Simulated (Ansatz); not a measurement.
I need a single point in a Gaussian basis of C₄H₁₀N₂, SMILES CCNCC=N. Use the Ansatz DFT code, driven from Python. Level of theory: PBE, def2-SVP basis, multiplicity 1.

`energy_c4h10n2.py`:
```python
'''Single point of C4H10N2.'''

from pathlib import Path

import ansatz as az
from rdkit import Chem
from rdkit.Chem import AllChem

# start geometry from RDKit
rd = Chem.AddHs(Chem.MolFromSmiles('CCNCC=N'))
AllChem.EmbedMolecule(rd, randomSeed=282)
AllChem.UFFOptimizeMolecule(rd)
geometry = az.Crystal.molecule()
for atom, xyz in zip(rd.GetAtoms(), rd.GetConformer().GetPositions()):
    geometry = geometry.atom(atom.GetSymbol(), xyz.round(5).tolist())

base = (
    geometry.calculation()
    .basis(gaussian='def2-SVP')
    .functional('PBE')
    .orbitals()
)
print(base.to_yaml())
res = base.run(threads=1, runs_dir='runs')
rep = res.report

for key in ('converged', 'free_energy_ev', 'reference_energy_ev', 'n_frozen', 'n_occupied', 'n_virtual'):
    print(f'{key:22s} {rep[key]}')

lines = Path(rep['orbitals_path']).read_text().splitlines()
field_of = lambda key: [line.split('=')[1].strip() for line in lines if line.startswith(key)]
orbitals = [(27.211386 * float(e), s, float(n)) for e, s, n in zip(field_of('Ene='), field_of('Spin='), field_of('Occup='))]
homo = max(e for e, _, n in orbitals if n > 0.5)
lumo = min(e for e, _, n in orbitals if n < 0.5)
print(f'HOMO {homo:.3f} eV, LUMO {lumo:.3f} eV, gap {lumo - homo:.3f} eV')
```

```console
$ python energy_c4h10n2.py
crystal:
  periodic: [false, false, false]
  atoms:
    - { symbol: C, position_ang: [2.05082, 0.86546, 0.23709] }
    - { symbol: C, position_ang: [1.4605, -0.36731, -0.44063] }
    - { symbol: "N", position_ang: [0.20515, -0.76537, 0.21284] }
    - { symbol: C, position_ang: [-0.94952, -0.07929, -0.38143] }
    - { symbol: C, position_ang: [-2.19353, -0.39306, 0.40043] }
    - { symbol: "N", position_ang: [-3.32997, 0.09498, 0.05466] }
    - { symbol: H, position_ang: [3.03967, 1.09847, -0.21117] }
    - { symbol: H, position_ang: [1.38793, 1.74467, 0.10072] }
    - { symbol: H, position_ang: [2.1869, 0.67522, 1.32292] }
    - { symbol: H, position_ang: [1.31854, -0.17499, -1.52843] }
    - { symbol: H, position_ang: [2.20029, -1.19324, -0.34617] }
    - { symbol: H, position_ang: [0.07682, -1.79273, 0.05174] }
    - { symbol: H, position_ang: [-0.7981, 1.02142, -0.36406] }
    - { symbol: H, position_ang: [-1.0919, -0.40772, -1.43569] }
    - { symbol: H, position_ang: [-2.1408, -1.03954, 1.27116] }
    - { symbol: H, position_ang: [-3.42279, 0.71303, -0.7652] }
basis:
  gaussian:
    orbitals: def2-SVP
hamiltonian:
  xc: pbe
output:
  orbitals: {}

converged              True
free_energy_ev         -7275.089088122503
reference_energy_ev    -7275.089088122503
n_frozen               0
n_occupied             [24, 24]
n_virtual              [110, 110]
HOMO -5.120 eV, LUMO -1.239 eV, gap 3.880 eV
```

Caveats:
- Total energies depend on the basis set; only differences at equal settings carry meaning.
- The geometry is a force-field or estimated start, not a minimum of this method, and the basis set is short of its limit.
- Levels such as HOMO and LUMO are orbital energies: with these approximate functionals they aren't the ionisation energy and electron affinity, and their gap isn't the fundamental gap.
- Wall time of the script: 5.4 s on 1 thread of Arm Neoverse V1 (shared host), peak memory 0.29 GiB.
